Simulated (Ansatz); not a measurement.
PBE exchange is replaced step by step with exact exchange (0 % is PBE, 25 % PBE0; no dispersion term), basis def2-TZVP, Ansatz. System: Li₂H (the lowest doublet isomer of a short search). The state is a doublet with charge 0. Geometry: PBE-D4/def2-TZVP, each spin state at its own.

The relaxed quartet has other bonds than the doublet, so its gap is one between isomers.

Geometry of the doublet:

```xyz
3

Li   -0.094    1.268   -0.459
Li   -0.492   -0.980    0.789
H     0.586   -0.288   -0.330
```

In the quartet geometry the species has come apart into loosely held pieces. The structure comes from a short search, and lower isomers may exist.

HOMO and LUMO are taken over both spins.

```csv
exact exchange (%),HOMO (eV),LUMO (eV),gap (eV),⟨S²⟩,quartet − doublet (kJ/mol)
0,-2.62,-1.88,0.74,0.750,326.0
5,-2.72,-1.77,0.95,0.750,325.8
10,-2.83,-1.67,1.16,0.750,325.7
15,-2.93,-1.57,1.37,0.750,325.5
35,-3.36,-1.16,2.20,0.750,325.0
50,-3.69,-0.86,2.83,0.750,324.7
```

Problem. Fit a straight line to the column «quartet − doublet (kJ/mol)» against the share of exact exchange and predict its value at 25 %.

Solution. With x = exact exchange (%) and y = quartet − doublet (kJ/mol): mean x = 19.17, mean y = 325.4; Σ(x − x̄)(y − ȳ) = -48.25, Σ(x − x̄)² = 1871; slope b = -0.02579, intercept a = ȳ − b·x̄ = 325.9. The residuals of the fitted rows reach 0.1. At x = 25 the line gives 325.9 + (-0.02579 × 25) = 325.3; the run gave 325.2, 0.1 less than the line.
